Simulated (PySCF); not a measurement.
A side-by-side comparison of computed properties.

First species: carbon diselenide, CSe₂.
SMILES: `[Se]=C=[Se]`

Second species: CH4.
SMILES: `C`

Levels: CAM-B3LYP/aug-cc-pVTZ for dipole moment, HOMO energy, LUMO energy, HOMO–LUMO gap, static isotropic polarisability and electronic spatial extent ⟨r²⟩ about the centre of nuclear charge; TDDFT CAM-B3LYP/aug-cc-pVTZ for lowest singlet excitation; TDA CAM-B3LYP/aug-cc-pVTZ for lowest triplet excitation (Tamm–Dancoff). Geometries: PBE0-D3(BJ)/def2-TZVP. Each structure is a single optimised conformer of the isolated species, non-relativistic unless stated. Electronic properties by PySCF.

```csv
property,column X,column Y
dipole moment,0.00 D,0.00 D
HOMO energy,-12.51 eV,-8.38 eV
LUMO energy,0.31 eV,-1.31 eV
HOMO–LUMO gap,12.82 eV,7.07 eV
lowest singlet excitation,9.90 eV,3.10 eV
lowest triplet excitation (Tamm–Dancoff),9.59 eV,2.63 eV
static isotropic polarisability,16.9 au,73.0 au
electronic spatial extent ⟨r²⟩ about the centre of nuclear charge,36 bohr²,783 bohr²
```

(1) Which column belongs to which species?

(2) How does each property change from the first species to the second?

## Answers

(1) Column X is the second species and column Y the first. The first has 3 atoms and 74 electrons, the second 5 and 10.

(2) dipole moment 0.00 D; HOMO energy -4.13 eV; LUMO energy +1.62 eV; HOMO–LUMO gap +5.75 eV; lowest singlet excitation +6.80 eV; lowest triplet excitation (Tamm–Dancoff) +6.96 eV; static isotropic polarisability -56.1 au; electronic spatial extent ⟨r²⟩ about the centre of nuclear charge -747 bohr².

On the first: The vertical singlet–triplet gap S1 − T1 is 0.47 eV (TDDFT singlet less Tamm–Dancoff triplet). The polarisability is 10.82 Å³ as a volume (1 au = 0.148185 Å³), or 0.99 au for each of the 74 electrons. Isolated species at its PBE0-D3(BJ)/def2-TZVP geometry, gas phase. The calculation is non-relativistic and has no spin–orbit coupling, an omission that weighs most on selenium.

On the second: The 10 singlets span 9.90 to 11.12 eV, and their oscillator strengths add up to 0.34. S1 lies 2.92 eV below the HOMO–LUMO gap. Isolated species at its PBE0-D3(BJ)/def2-TZVP geometry, gas phase.
